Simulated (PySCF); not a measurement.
CH₂, SMILES [CH2] (connectivity only; charge and spin as stated), neutral, multiplicity 1. Geometry: PBE-D3(BJ)/def2-TZVPD. The isomer is the one that the SMILES or the coordinates give; other isomers of the formula were not compared.

All values below come from PBE-D3(BJ)/def2-TZVPD (PySCF).

Harmonic wavenumbers (cm⁻¹): 1364, 2811, 2885. Rotational constants (GHz): 570.5, 334.9, 211.0; symmetry number 2.

Task: Work out the zero-point energy and the ideal-gas rigid-rotor harmonic-oscillator thermochemistry at 298.15 K and 1 atm.

Result: ZPE = ½ Σ hcν = ½ × 7060 cm⁻¹ = 10.09 kcal/mol. H − E(el) = 12.47 kcal/mol. Entropy in cal/(mol K): translation 33.86, rotation 11.38, vibration 0.02, total 45.26. G − E(el) = -1.03 kcal/mol. Cp = 8.07 cal/(mol K).
